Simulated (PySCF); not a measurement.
C₃H₂O (charge +1 and doublet state).
Cartesian coordinates in Å at the GFN2-xTB level; atoms count from 1:
```xyz
6
C3H2O angstrom
C     -1.053    0.081    0.262
C      0.216   -0.017    0.097
C      1.516   -0.115   -0.073
O      2.635   -0.200   -0.216
H     -1.648    0.935   -0.077
H     -1.663   -0.681    0.759
```

Identity: `[CH2+][C]=C=O` [radical] (charge +1).

Computed with PySCF, UKS B3LYP, pcH-1 on C H O, non-relativistic, mean-field spin-orbit, GIAO. Geometry: GFN2-xTB; no solvent, vibrations or thermal averaging. The geometry wasn't refined by DFT: couplings that depend on bond lengths, twists or pyramidal angles can differ widely from those at the functional's own minimum, by a factor of two or more for some ions and for spin on atoms past the first row.

**Question.** Give the principal g shifts and their parts.

**Answer.** 
```tsv
Δg (ppm)	1	2	3
relativistic mass correction	-196	-196	-196
gauge correction	44	1	32
orbital Zeeman/spin–orbit	-835	165	1946
total	-987	-31	1782
```

So g = 2.00133, 2.00229, 2.00410 and g_iso = 2.00257; the tensor is rhombic: the two nearest values differ by 35 % of g3 − g1. Axes: g1 points within 1° of the C2–C3 bond and g3 is normal to the molecular plane.

**Question.** What effective moment and Curie constant follow for a powder?

**Answer.** With the mean of g² = 4.0103 and S(S+1) = 0.75: μ_eff = √(⟨g²⟩S(S+1)) = 1.734 μB and χT = 0.12505·⟨g²⟩·S(S+1) = 0.376 cm³ K/mol (cgs; spin-Hamiltonian part alone).

**Question.** At 9.536 GHz, how far is the centre of the isotropic spectrum from where a free electron (g = 2.002319) resonates?

**Answer.** B = hν/(g μB) with μB/h = 13.99624 MHz/mT gives 340.27 mT for the free electron and 340.22 mT at g_iso, 0.04 mT lower.

**Question.** How much does each term add to the isotropic shift?

**Answer.** The orbital-Zeeman/spin–orbit term 425, the mass correction -196 and the gauge correction 26 ppm, for a total of 255 ppm. The orbital-Zeeman/spin–orbit term is the largest in size. The mass correction is the same along every axis, so the anisotropy comes from the other two: their spans along these axes are 44 (gauge) and 2782 ppm (orbital Zeeman/spin–orbit).

**Question.** In a frozen sample, at which fields do the three g values resonate at 9.5, 34, 94 and 263 GHz (hyperfine left aside), and which band first spreads them over more than twice a line width of 1.0 mT?

**Answer.** 
```csv
band,GHz,B(g3) mT,B(g2) mT,B(g1) mT,spread mT
X,9.5,338.68,338.99,339.15,0.47
Q,34.0,1212.13,1213.22,1213.80,1.68
W,94.0,3351.17,3354.21,3355.81,4.64
J,263.0,9376.15,9384.64,9389.12,12.97
```

The spread grows in proportion to the frequency. W band is the first where it exceeds 2.0 mT.

The Mulliken spin populations are largest on C2 (+0.70), O4 (+0.29), C1 (-0.12) and H5 (+0.06). The positive populations add up to 1.12 and the negative ones to -0.12, together 2S = 1.

The HOMO–LUMO gaps are 4.79 eV among the α and 4.54 eV among the β orbitals.
